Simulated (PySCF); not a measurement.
Gas-phase reaction: 2 AlHCl2 + AlH3 + 2 N ⇌ 2 AlCl2NH2 + AlH

Method: PySCF energies plus ideal-gas RRHO corrections (1 bar). † marks an energy on the PBE0/def2-TZVP geometry and frequencies; other levels use their own. CCSD(T) freezes the core. 6-31G* has spherical d functions here. Open shells (unrestricted): N (multiplicity 4); the rest are closed-shell singlets. B3LYP is the form with VWN-RPA correlation. AlHCl2, AlH3, AlCl2NH2: computed as isolated molecules; such fragments, hydroxides, amides, oligomers or adducts are transient or little studied in the gas. CCSD(T) isn't extrapolated to the basis-set limit; its ΔH°(298 K) is -936.4 kJ in def2-SVP and -1025.8 kJ in def2-TZVPP. The harmonic model lacks anharmonicity and excited electronic states, which grow with temperature; levels with a mode under 35 cm⁻¹ are left out.

```tsv
level	ΔE electronic, kJ	ΔH°(298 K), kJ	ΔS°(298 K), J/K	ΔG°(800 K), kJ
B3LYP/6-31G*	-1074	-1018	-257	-811
BLYP/def2-TZVP†	-1155	-1098	-258	-890
CCSD(T)/def2-SVP†	-993	-936	-258	-729
HF/6-31G*	-544	-484	-262	-273
PBE/def2-TZVP†	-1204	-1147	-258	-940
r2SCAN/def2-TZVP†	-1111	-1054	-258	-846
LDA/def2-TZVP†	-1385	-1328	-258	-1120
ωB97M-V/def2-TZVP†	-1150	-1093	-258	-885
ωB97X-V/def2-TZVP†	-1133	-1076	-258	-868
```
ΔH° is lowest at LDA/def2-TZVP† and highest at HF/6-31G*. No reference value is set beside these.
